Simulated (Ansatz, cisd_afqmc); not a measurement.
Species: HF, charge 0, singlet. HF (SMILES F).
HTBH set geometry:
```xyz
2

F      0.0000     0.0000    -0.0915
H      0.0000     0.0000     0.8238
```

Total energies in aug-cc-pVQZ, 8 correlated electrons, 1 frozen orbitals. Radicals and triplets start from unrestricted determinants; spin-orbit coupling is neglected. Cores are frozen in correlated methods. No relativity. The Monte Carlo rows (phaseless AFQMC, CISD trial, step 0.005/hartree) carry one-sigma bars that omit the constraint's bias. Outlying blocks are dropped, and bars are widened where a walk drifts. Over all cases where full CI ran beside it in this data, AFQMC minus full CI had a median of +0.1 mEh and passed +0.4 mEh in a tenth of the cases.

```
method         program         energy (Eh)  minus CCSDT(Q) (mEh)
----------  ----------  ------------------  --------------------
HF              Ansatz          -100.06863                309.00
MP2             Ansatz          -100.36975                  7.89
CCSD            Ansatz          -100.36911                  8.53
CCSD(T)         Ansatz          -100.37738                  0.26
CCSDT(Q)        Ansatz          -100.37764                  0.00
AFQMC/CISD  cisd_afqmc  -100.3775 ± 0.0002             0.1 ± 0.2
```

Rough core times of Ansatz's runs on a shared machine: CCSD(T) under 20 s, CCSDT(Q) 80 s.

Ansatz is a program for electronic structure.
